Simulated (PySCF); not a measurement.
**Stretching Cl₂**

Set-up: PySCF, no relativity, basis sets Cl def2-TZVPPD. Energies in eV from Cl + Cl in their ground configurations at the same level. State: ¹Σg⁺ (singlet), closed shell.

```csv
R (Å),BP86,PW91
1.707,-1.331,-1.445
1.786,-2.091,-2.193
1.866,-2.526,-2.618
1.925,-2.699,-2.783
1.985,-2.773,-2.850
2.045,-2.773,-2.843
2.124,-2.687,-2.748
2.223,-2.488,-2.539
2.342,-2.172,-2.213
2.501,-1.702,-1.732
```

Put a parabola through the three lowest points of the BP86 curve and estimate Re, k and ωe (reduced mass 17.48 u; 1 eV/Å² = 0.16022 mdyn/Å; ωe = 1302.8·√(k/μ) cm⁻¹).

Through R = 1.925, 1.985, 2.045 Å the second-order coefficient is 10.3 eV/Å², so Re ≈ 2.015 Å, k ≈ 3.29 mdyn/Å and ωe ≈ 565 cm⁻¹. A polynomial fit of higher order to the unrounded BP86 energies gives Re = 2.014 Å, k = 2.94 mdyn/Å, ωe = 534 cm⁻¹; anharmonicity and rounding make the difference.

The higher-order fit for each curve: BP86: Re = 2.014 Å, ωe = 534 cm⁻¹, De = 2.78 eV; PW91: Re = 2.007 Å, ωe = 541 cm⁻¹, De = 2.85 eV.
